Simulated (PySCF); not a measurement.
# Telling isomers of C6H10 apart by NMR

Relativity neglected, one averaged value for each set of equivalent atoms, one conformer, isolated molecule. Structure optimised with PBE0-D3(BJ)/def2-SVP; PBE0/pcSseg-1 with gauge-including orbitals; spin–spin couplings from B3LYP/pcJ-1 (spin–dipole term left out of most H,H and C,H couplings); PySCF 2.14.

Referencing at the same level of theory: TMS for ¹H (σref 31.27), ¹³C (σref 184.41). Multiplet labels drop J under 1 Hz and among equivalent protons, and merge close values. Unscaled 3J(H,H) run several per cent high. Vicinal couplings that depend on rotamer populations or ring flexing (ring, CH–CH, X–H and H–F types) are those of the one conformer. Shifts are as computed. Against solution values, carbons near 30 ppm lie about +2 ppm off and those near 130 ppm about +5 ppm. Of 1211 compounds with measured shifts, 218 miss one by over three times the rms of a fit or turn the order of signals round; such compounds aren't used in these exercises.

(1) Tabulate the signals of `C/C=C\C=C\C`, `C=CC1CCC1` and their relative energies.

(2) What is the quickest way to tell C/C=C\C=C\C from C=CC1CCC1?

Answers

(1) 
```tsv
SMILES	carbon types	δC	δH	E rel. (kcal/mol)
C/C=C\C=C\C	4×CH 2×CH3	137.1, 136.8, 133.3, 132.2, 21.7, 16.0	6.55 (m, 1H), 6.00 (tq, 1H), 5.71 (d of q of quint, 1H), 5.41 (d of q of sext, 1H), 1.90 (ddd, 3H), 1.84 (ddd, 3H)	0.0
C=CC1CCC1	2×CH 4×CH2	152.7, 120.8, 43.7, 31.6, 20.4	5.92 (dt, 1H), 5.24 (dd, 1H), 5.10 (dd, 1H), 2.61 (m, 1H), 1.94 (m, 2H), 1.77 (m, 1H), 1.75 (m, 2H), 1.58 (m, 1H)	9.4
```

Energies are electronic energies at PBE0/pcSseg-1 on these geometries, without zero-point or thermal terms, each for the one conformer computed, which needn't be the lowest.

(2) Count the carbon signals: 6 against 5. The first has an allylic methyl carbon (CH3) at 21.7 ppm, the second a terminal =CH2 carbon at 120.8 ppm. Their most deshielded carbons lie at 137.1 and 152.7 ppm. In the proton spectra the most deshielded non-exchanging signals are 6.55 (m, 1H) and 5.92 (dt, J = 17.9, 10.9 Hz, 1H).
